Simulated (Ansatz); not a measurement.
A made-up structure of CH4BMg (charge -1), closed shell:

```
7
angstrom
B -1.8247 0.1445 -1.1088
Mg 0.1099 -0.0086 0.0660
C 1.8186 -0.1440 1.1049
H -2.4064 -0.7947 -1.6188
H -2.4312 1.1780 -1.3200
H 2.3783 -1.0675 1.3045
H 1.1747 -1.3417 0.2836
```

It is relaxed with PBE-D4/def2-SVPD and then PBE0-D4/def2-TZVPD (Ansatz 0.2.0). Atoms count as bonded within 1.22 times the sum of their covalent radii (H–H: 0.88 Å). The end point is not checked to be a true minimum.

Q: Does its bonding change? (Judge from chemistry; the calculation decides.)

A: The calculation gives: Yes. Formed: C3–H7; broken: Mg2–H7.

Where it ends: The first stage lowers the energy by 2.10 eV in 12 steps. It ends as CH₄BMg ([BH2][Mg][CH2]), total charge -1:
```tsv
atom	x (Å)	y (Å)	z (Å)
B1	-1.9790	0.2769	-1.1744
Mg2	-0.0599	-0.3230	-0.1240
C3	1.6355	-0.8555	0.8032
H4	-2.6614	-0.4663	-1.8545
H5	-2.4752	1.3873	-1.1398
H6	2.2649	-0.2005	1.4204
H7	2.0942	-1.8531	0.7805
```

Labels in which every atom is bracketed show which atoms are joined, not bond orders.

For scale, one of the runs: PBE0-D4/def2-TZVPD relaxation, 145 basis functions, launched by `ansatz run in.yaml --threads 2 --pin off --events-out ev --progress --plain --max-ram 4352MiB`. Hardware: 2 CPU threads of an Intel Xeon Platinum 8488C, shared host. Wall time about 13 s.
